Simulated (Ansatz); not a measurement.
Ideal-gas functions of C3H4S, SMILES `C=CC=S` at 298.15 K and 1 bar, from an Ansatz frequency run at PBE0-D4/def2-TZVP.

Molar mass 72.13 g/mol, point group Cs (symmetry number 1), electronic degeneracy 1, moments of inertia 10.823, 179.477, 190.3 u Å². Harmonic wavenumbers (cm⁻¹, unscaled): 149, 279, 459, 631, 907, 917, 991, 1038, 1102, 1212, 1300, 1345, 1460, 1674, 3089, 3158, 3189, 3253.

Use S(trans) = R[1.5 ln M + 2.5 ln T − 1.1517]; rotational temperatures θ = 24.2544 K / I; S(rot) = R[ln(√π/σ · √(T³/θAθBθC)) + 1.5]; for each mode x = 1.438777 ν̃/T, S = R[x/(eˣ − 1) − ln(1 − e⁻ˣ)] and H = RT x/(eˣ − 1); 1 cm⁻¹ = 0.0119627 kJ/mol; R = 8.31446 J/(mol·K).

Task: By hand: the entropy, in J/(mol·K).

Result: Translation 162.2. Rotation: θ = 2.241, 0.1351, 0.1275 K, giving 101.8. Vibration, mode by mode: 11.23, 6.44, 3.22, 1.67, 0.57, 0.55, 0.41, 0.34, 0.26, 0.16, 0.11, 0.09, 0.06, 0.02, 0.00, 0.00, 0.00, 0.00, in all 25.1. Electronic 0.0. Sum 289.1 J/(mol·K).

Task: By hand: H − E and G − E in kJ/mol, counted from the electronic energy.

Result: Zero-point energy ½ × 26153 × 0.0119627 = 156.4; thermal vibration 4.6; translation, rotation and pV give 4 RT = 9.9. H − E = 170.9 kJ/mol, and G − E = 170.9 − 298.15 × 289.1/1000 = 84.7 kJ/mol.

Vibration gives 9 % of the entropy, 11.2 J/(mol·K) of it from the mode under 150 cm⁻¹: soft modes count most, and the harmonic formula is weakest for them. The sum counts one conformer and one mirror image; others add a mixing term.
